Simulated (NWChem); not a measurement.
The numbers come from NWChem runs, not from measurements. System: hydrazine (H4N2), charge 0, spin multiplicity 1, at a geometry optimised with PBE0/def2-SVP. Level: RHF/def2-TZVP.

The NWChem input:

```
start mol
memory heap 200 mb stack 900 mb global 1100 mb
geometry units angstroms nocenter noautoz
  N      0.174524    -0.679408     0.073847
  N     -0.174524     0.679408     0.073847
  H     -0.645840    -1.230559     0.313751
  H      0.512208    -1.012035    -0.830680
  H      0.645840     1.230559     0.313751
  H     -0.512208     1.012035    -0.830680
  symmetry group C2
end
basis spherical
  * library def2-tzvp
end
scf
  rhf
  nopen 0
  maxiter 100
  thresh 1e-7
  semidirect memsize 60000000 filesize 0
end
task scf energy
```

Part of the output:

```
             Northwest Computational Chemistry Package (NWChem) 7.3.0
             --------------------------------------------------------

                                NWChem Input Module
                                -------------------

 Scaling coordinates for geometry "geometry" by  1.889725989
 (inverse scale =  0.529177249)

 Turning off AUTOSYM since
 SYMMETRY directive was detected!

                             Geometry "geometry" -> ""
                             -------------------------

 Output coordinates in angstroms (scale by  1.889725989 to convert to a.u.)

  No.       Tag          Charge          X              Y              Z
 ---- ---------------- ---------- -------------- -------------- --------------
    1 N                    7.0000     0.17452400    -0.67940800     0.07384700
    2 N                    7.0000    -0.17452400     0.67940800     0.07384700
    3 H                    1.0000    -0.64584000    -1.23055900     0.31375100
    4 H                    1.0000     0.51220800    -1.01203500    -0.83068000
    5 H                    1.0000     0.64584000     1.23055900     0.31375100
    6 H                    1.0000    -0.51220800     1.01203500    -0.83068000

 Effective nuclear repulsion energy (a.u.)      41.8840001464

            Nuclear Dipole moment (a.u.)
            ----------------------------
        X                 Y               Z
 ---------------- ---------------- ----------------
     0.0000000000     0.0000000000     0.0000000000

      Symmetry information
      --------------------

 Group name             C2
 Group number              4
 Group order               2
 No. of unique centers     3

      Symmetry unique atoms

     1    3    4


 Summary of "ao basis" -> "" (spherical)
 ------------------------------------------------------------------------------
       Tag                 Description            Shells   Functions and Types
 ---------------- ------------------------------  ------  ---------------------
 *                         def2-tzvp                  on all atoms

 Summary of "ao basis" -> "ao basis" (spherical)
 ------------------------------------------------------------------------------
       Tag                 Description            Shells   Functions and Types
 ---------------- ------------------------------  ------  ---------------------
 N                         def2-tzvp                11       31   5s3p2d1f
 H                         def2-tzvp                 4        6   3s1p

                                 NWChem SCF Module
                                 -----------------

  ao basis        = "ao basis"
  functions       =    86
  atoms           =     6
  closed shells   =     9
  open shells     =     0
  charge          =   0.00
  wavefunction    = RHF
  use symmetry    = T
  symmetry adapt  = T

 Summary of "ao basis" -> "ao basis" (spherical)
 ------------------------------------------------------------------------------
       Tag                 Description            Shells   Functions and Types
 ---------------- ------------------------------  ------  ---------------------
 N                         def2-tzvp                11       31   5s3p2d1f
 H                         def2-tzvp                 4        6   3s1p

      Symmetry analysis of basis
      --------------------------

        a          43
        b          43

 Forming initial guess at       0.0s

      Superposition of Atomic Density Guess
      -------------------------------------

 Sum of atomic energies:        -110.62234044

      Non-variational initial energy
      ------------------------------

 Total energy =    -111.596026
 1-e energy   =    -231.837082
 2-e energy   =      78.357056
 HOMO         =      -0.314616
 LUMO         =       0.067170

      Symmetry analysis of molecular orbitals - initial
      -------------------------------------------------

  Numbering of irreducible representations:

     1 a           2 b

  Orbital symmetries:

     1 a           2 b           3 a           4 b           5 a
     6 b           7 a           8 b           9 a          10 a
    11 b          12 a          13 b          14 b          15 a
    16 a          17 b          18 a          19 b

 Starting SCF solution at       0.3s

 ----------------------------------------------
         Quadratically convergent ROHF

 Convergence threshold     :          1.000E-07
 Maximum no. of iterations :          100
 Final Fock-matrix accuracy:          1.000E-09
 ----------------------------------------------

              iter       energy          gnorm     gmax       time
             ----- ------------------- --------- --------- --------
                 1     -111.1972095427  6.69D-01  1.46D-01      0.4
                 2     -111.2225118831  2.18D-01  5.40D-02      0.4
                 3     -111.2255314500  1.22D-02  3.48D-03      0.5
                 4     -111.2255558311  8.64D-05  1.88D-05      0.6
                 5     -111.2255558319  4.28D-09  1.16D-09      0.9

       Final RHF  results
       ------------------

         Total SCF energy =   -111.225555831884
      One-electron energy =   -233.890728622390
      Two-electron energy =     80.781172644081
 Nuclear repulsion energy =     41.884000146426

        Time for solution =      0.6s

       Symmetry analysis of molecular orbitals - final
       -----------------------------------------------

  Numbering of irreducible representations:

     1 a           2 b

  Orbital symmetries:

     1 a           2 b           3 a           4 b           5 a
     6 b           7 a           8 b           9 a          10 a
    11 b          12 a          13 b          14 b          15 a
    16 a          17 a          18 b          19 b

             Final eigenvalues
             -----------------

              1
    1  -15.5654
    2  -15.5649
    3   -1.2606
    4   -1.0024
    5   -0.6772
    6   -0.6656
    7   -0.6149
    8   -0.4081
    9   -0.4050
   10    0.1305
   11    0.1636
   12    0.2072
   13    0.2114
   14    0.3880
   15    0.4410
   16    0.4860
   17    0.5246
   18    0.5267
   19    0.5530

                       ROHF Final Molecular Orbital Analysis
                       -------------------------------------

 Vector    7  Occ=2.000000D+00  E=-6.148658D-01  Symmetry=a
              MO Center= -2.0D-15, -4.9D-15,  1.3D-01, r^2= 1.5D+00
   Bfn.  Coefficient  Atom+Function         Bfn.  Coefficient  Atom+Function
  ----- ------------  ---------------      ----- ------------  ---------------
     7      0.256906  1 N  py                38     -0.256906  2 N  py
    10      0.230777  1 N  py                41     -0.230777  2 N  py
    64     -0.156436  3 H  s                 76     -0.156436  5 H  s

 Vector    8  Occ=2.000000D+00  E=-4.081128D-01  Symmetry=b
              MO Center=  1.4D-14, -3.8D-14,  9.5D-02, r^2= 1.6D+00
   Bfn.  Coefficient  Atom+Function         Bfn.  Coefficient  Atom+Function
  ----- ------------  ---------------      ----- ------------  ---------------
     8      0.251347  1 N  pz                39     -0.251347  2 N  pz
    11      0.226684  1 N  pz                42     -0.226684  2 N  pz
    14      0.203028  1 N  pz                45     -0.203028  2 N  pz

 Vector    9  Occ=2.000000D+00  E=-4.050098D-01  Symmetry=a
              MO Center= -1.8D-14,  3.4D-14,  1.5D-01, r^2= 1.6D+00
   Bfn.  Coefficient  Atom+Function         Bfn.  Coefficient  Atom+Function
  ----- ------------  ---------------      ----- ------------  ---------------
     6      0.256513  1 N  px                37     -0.256513  2 N  px
     9      0.232275  1 N  px                40     -0.232275  2 N  px
    12      0.205370  1 N  px                43     -0.205370  2 N  px

 Vector   10  Occ=0.000000D+00  E= 1.305004D-01  Symmetry=a
              MO Center=  3.3D-16,  5.5D-16, -8.6D-01, r^2= 5.7D+00
   Bfn.  Coefficient  Atom+Function         Bfn.  Coefficient  Atom+Function
  ----- ------------  ---------------      ----- ------------  ---------------
     5      1.487254  1 N  s                 36      1.487254  2 N  s
    71     -1.168441  4 H  s                 83     -1.168441  6 H  s
    65     -0.782216  3 H  s                 77     -0.782216  5 H  s
     4     -0.307107  1 N  s                 35     -0.307107  2 N  s
    13     -0.301466  1 N  py                44      0.301466  2 N  py

 Vector   11  Occ=0.000000D+00  E= 1.636054D-01  Symmetry=b
              MO Center= -5.4D-17,  2.9D-15, -1.7D-01, r^2= 7.1D+00
   Bfn.  Coefficient  Atom+Function         Bfn.  Coefficient  Atom+Function
  ----- ------------  ---------------      ----- ------------  ---------------
     5      2.125859  1 N  s                 36     -2.125859  2 N  s
    65     -1.261390  3 H  s                 77      1.261390  5 H  s
    71     -1.026115  4 H  s                 83      1.026115  6 H  s
    12     -0.325872  1 N  px                43     -0.325872  2 N  px
    14     -0.249857  1 N  pz                45      0.249857  2 N  pz

 Vector   12  Occ=0.000000D+00  E= 2.071768D-01  Symmetry=a
              MO Center=  1.1D-14,  6.0D-16, -1.4D-01, r^2= 6.7D+00
   Bfn.  Coefficient  Atom+Function         Bfn.  Coefficient  Atom+Function
  ----- ------------  ---------------      ----- ------------  ---------------
    65      1.619064  3 H  s                 77      1.619064  5 H  s
    71     -1.172312  4 H  s                 83     -1.172312  6 H  s
    12      0.652795  1 N  px                43     -0.652795  2 N  px
    14     -0.417999  1 N  pz                45     -0.417999  2 N  pz
     5     -0.313718  1 N  s                 36     -0.313718  2 N  s

 center of mass
 --------------
 x =   0.00000000 y =   0.00000000 z =   0.06053160

 moments of inertia (a.u.)
 ------------------
          70.540455694146           9.869362106066           0.000000000000
           9.869362106066          14.040455588333           0.000000000000
           0.000000000000           0.000000000000          72.374058689271

  Mulliken analysis of the total density
  --------------------------------------

    Atom       Charge   Shell Charges
 -----------   ------   -------------------------------------------------------
    1 N    7     7.45   0.82  1.16  0.52  0.82  0.21  1.47  1.69  0.69  0.01  0.05  0.00
    2 N    7     7.45   0.82  1.16  0.52  0.82  0.21  1.47  1.69  0.69  0.01  0.05  0.00
    3 H    1     0.77   0.26  0.41  0.05  0.04
    4 H    1     0.78   0.26  0.42  0.06  0.04
    5 H    1     0.77   0.26  0.41  0.05  0.04
    6 H    1     0.78   0.26  0.42  0.06  0.04

       Multipole analysis of the density wrt the origin
       ------------------------------------------------

     L   x y z        total         open         nuclear
     -   - - -        -----         ----         -------
     0   0 0 0     -0.000000      0.000000     18.000000

     1   1 0 0      0.000000      0.000000      0.000000
     1   0 1 0      0.000000      0.000000      0.000000
     1   0 0 1     -0.815598      0.000000      0.000000

     2   2 0 0    -10.119592      0.000000      6.375612
     2   1 1 0      1.830653      0.000000     -3.954162
     2   1 0 1     -0.000000      0.000000      0.000000
     2   0 2 0     -8.500343      0.000000     41.207632
     2   0 1 1     -0.000000      0.000000      0.000000
     2   0 0 2     -9.671775      0.000000      5.903988

 Task  times  cpu:        0.9s     wall:        0.9s

 Total times  cpu:        0.9s     wall:        0.9s
```
